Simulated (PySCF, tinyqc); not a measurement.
FCI on RHF in the sto-3g basis, for HF, spin multiplicity 1, step by step. The lowest restricted solution is unstable here: a spin-polarised one lies 0.0060 hartree lower (PySCF). One step of it, computed by the program tinyqc.

Question. FCI: determinants and Hamiltonian. Slater-Condon rules over spin orbitals, with the nuclear repulsion added and E(HF) subtracted on the diagonal. Only determinants linked to the reference directly or through others are kept (one block of an abelian symmetry group), so some states are absent.

one-electron integrals over orbitals h = C^T H C (hartree):
$$\begin{pmatrix}
-40.421191 & 0.724086 & -0.124138 & 0.000000 & 0.000000 & -0.135918 \\
0.724086 & -9.121699 & 0.475365 & 0.000000 & 0.000000 & 0.744446 \\
-0.124138 & 0.475365 & -6.738031 & 0.000000 & 0.000000 & 2.294897 \\
0.000000 & 0.000000 & 0.000000 & -8.597874 & 0.000000 & 0.000000 \\
0.000000 & 0.000000 & 0.000000 & 0.000000 & -8.597874 & 0.000000 \\
-0.135918 & 0.744446 & 2.294897 & 0.000000 & 0.000000 & -5.965671
\end{pmatrix}$$

Two-electron integrals over orbitals (pq|rs), unique and non-zero (hartree):
```
(11|11) 5.364580    (21|11) -0.523020   (21|21) 0.080373    (22|11) 1.235907
(22|21) -0.022909   (22|22) 0.874675    (31|11) 0.094410    (31|21) -0.014081
(31|22) 0.006006    (31|31) 0.017006    (32|11) -0.114751   (32|21) 0.004737
(32|22) -0.045608   (32|31) 0.020506    (32|32) 0.132389    (33|11) 0.878311
(33|21) -0.008388   (33|22) 0.685532    (33|31) -0.001889   (33|32) -0.012492
(33|33) 0.669252    (41|41) 0.029532    (42|41) 0.040172    (42|42) 0.189936
(43|41) -0.006593   (43|42) -0.026470   (43|43) 0.034532    (44|11) 1.264027
(44|21) -0.015133   (44|22) 0.896382    (44|31) 0.002789    (44|32) -0.063696
(44|33) 0.671771    (44|44) 0.997514    (51|51) 0.029532    (52|51) 0.040172
(52|52) 0.189936    (53|51) -0.006593   (53|52) -0.026470   (53|53) 0.034532
(54|54) 0.053770    (55|11) 1.264027    (55|21) -0.015133   (55|22) 0.896382
(55|31) 0.002789    (55|32) -0.063696   (55|33) 0.671771    (55|44) 0.889973
(55|55) 0.997514    (61|11) 0.100335    (61|21) -0.016006   (61|22) 0.002754
(61|31) -0.012556   (61|32) -0.023025   (61|33) 0.005212    (61|44) 0.002942
(61|55) 0.002942    (61|61) 0.019424    (62|11) -0.145944   (62|21) 0.003913
(62|22) -0.080927   (62|31) -0.019920   (62|32) -0.078750   (62|33) -0.021392
(62|44) -0.080316   (62|55) -0.080316   (62|61) 0.019096    (62|62) 0.091368
(63|11) -0.426431   (63|21) 0.007120    (63|22) -0.242917   (63|31) 0.001379
(63|32) 0.077558    (63|33) -0.091202   (63|44) -0.250442   (63|55) -0.250442
(63|61) -0.004595   (63|62) 0.034485    (63|63) 0.236464    (64|41) -0.006587
(64|42) -0.026983   (64|43) -0.022731   (64|64) 0.028850    (65|51) -0.006587
(65|52) -0.026983   (65|53) -0.022731   (65|65) 0.028850    (66|11) 0.833729
(66|21) -0.008889   (66|22) 0.635284    (66|31) 0.009681    (66|32) 0.043577
(66|33) 0.644509    (66|44) 0.620332    (66|55) 0.620332    (66|61) -0.006958
(66|62) -0.051918   (66|63) -0.027048   (66|66) 0.669759
```

nuclear repulsion = 3.72077726 hartree

Hartree-Fock energy = -98.49577362 hartree

Give: determinants; H - E(HF) between determinants.

Answer.

Occupation strings over the orbitals (2 doubly, a alpha, b beta, 0 empty; spin orbitals ordered 1a 1b 2a 2b ...): 222220 22a22b 2a222b a2222b 22b22a 2b222a b2222a 222202 222022 220222 2ab222 a2b222 2ba222 202222 ab2222 b2a222 ba2222 022222

H - E(HF) between determinants (hartree):
```
         222220   22a22b   2a222b   a2222b   22b22a   2b222a   b2222a   222202
222220   0.0000   0.0000   0.0000   0.0000   0.0000   0.0000   0.0000   0.0288
22a22b   0.0000   0.4022  -0.0091  -0.0143  -0.2365  -0.0345   0.0046   0.0227
2a222b   0.0000  -0.0091   1.2051   0.0280  -0.0345  -0.0914  -0.0191   0.0270
a2222b   0.0000  -0.0143   0.0280  25.4519   0.0046  -0.0191  -0.0194   0.0066
22b22a   0.0000  -0.2365  -0.0345   0.0046   0.4022  -0.0091  -0.0143  -0.0227
2b222a   0.0000  -0.0345  -0.0914  -0.0191  -0.0091   1.2051   0.0280  -0.0270
b2222a   0.0000   0.0046  -0.0191  -0.0194  -0.0143   0.0280  25.4519  -0.0066
222202   0.0288   0.0227   0.0270   0.0066  -0.0227  -0.0270  -0.0066   0.8468
222022   0.0288   0.0227   0.0270   0.0066  -0.0227  -0.0270  -0.0066   0.0538
220222   0.2365   0.0642  -0.0776  -0.0014  -0.0642   0.0776   0.0014   0.0345
2ab222  -0.0345   0.0776  -0.2159   0.0071  -0.0305   0.0787   0.0199   0.0265
a2b222   0.0046   0.0014   0.0071  -0.3994  -0.0122   0.0230   0.0126   0.0066
2ba222   0.0345  -0.0305   0.0787   0.0199   0.0776  -0.2159   0.0071  -0.0265
202222   0.0914   0.0787   0.0290  -0.0039  -0.0787  -0.0290   0.0039   0.1899
ab2222  -0.0191  -0.0199   0.0039  -0.0940   0.0230  -0.0097   0.0160  -0.0402
b2a222  -0.0046  -0.0122   0.0230   0.0126   0.0014   0.0071  -0.3994  -0.0066
ba2222   0.0191   0.0230  -0.0097   0.0160  -0.0199   0.0039  -0.0940   0.0402
022222   0.0194   0.0126   0.0160  -0.1073  -0.0126  -0.0160   0.1073   0.0295

         222022   220222   2ab222   a2b222   2ba222   202222   ab2222   b2a222
222220   0.0288   0.2365  -0.0345   0.0046   0.0345   0.0914  -0.0191  -0.0046
22a22b   0.0227   0.0642   0.0776   0.0014  -0.0305   0.0787  -0.0199  -0.0122
2a222b   0.0270  -0.0776  -0.2159   0.0071   0.0787   0.0290   0.0039   0.0230
a2222b   0.0066  -0.0014   0.0071  -0.3994   0.0199  -0.0039  -0.0940   0.0126
22b22a  -0.0227  -0.0642  -0.0305  -0.0122   0.0776  -0.0787   0.0230   0.0014
2b222a  -0.0270   0.0776   0.0787   0.0230  -0.2159  -0.0290  -0.0097   0.0071
b2222a  -0.0066   0.0014   0.0199   0.0126   0.0071   0.0039   0.0160  -0.3994
222202   0.0538   0.0345   0.0265   0.0066  -0.0265   0.1899  -0.0402  -0.0066
222022   0.8468   0.0345   0.0265   0.0066  -0.0265   0.1899  -0.0402  -0.0066
220222   0.0345   0.8543   0.0652   0.0258  -0.0652   0.1324  -0.0205  -0.0258
2ab222   0.0265   0.0652   1.6827   0.0285  -0.1324   0.0983   0.0047  -0.0205
a2b222   0.0066   0.0258   0.0285  25.9239  -0.0205  -0.0047  -0.1674  -0.0170
2ba222  -0.0265  -0.0652  -0.1324  -0.0205   1.6827  -0.0983   0.0180   0.0285
202222   0.1899   0.1324   0.0983  -0.0047  -0.0983   2.6840  -0.0140   0.0047
ab2222  -0.0402  -0.0205   0.0047  -0.1674   0.0180  -0.0140  27.0937   0.0141
b2a222  -0.0066  -0.0258  -0.0205  -0.0170   0.0285   0.0047   0.0141  25.9239
ba2222   0.0402   0.0205   0.0180   0.0141   0.0047   0.0140  -0.0804  -0.1674
022222   0.0295   0.0170   0.0141  -0.0705  -0.0141   0.0804   0.4861   0.0705

         ba2222   022222
222220   0.0191   0.0194
22a22b   0.0230   0.0126
2a222b  -0.0097   0.0160
a2222b   0.0160  -0.1073
22b22a  -0.0199  -0.0126
2b222a   0.0039  -0.0160
b2222a  -0.0940   0.1073
222202   0.0402   0.0295
222022   0.0402   0.0295
220222   0.0205   0.0170
2ab222   0.0180   0.0141
a2b222   0.0141  -0.0705
2ba222   0.0047  -0.0141
202222   0.0140   0.0804
ab2222  -0.0804   0.4861
b2a222  -0.1674   0.0705
ba2222  27.0937  -0.4861
022222  -0.4861  55.2708
```
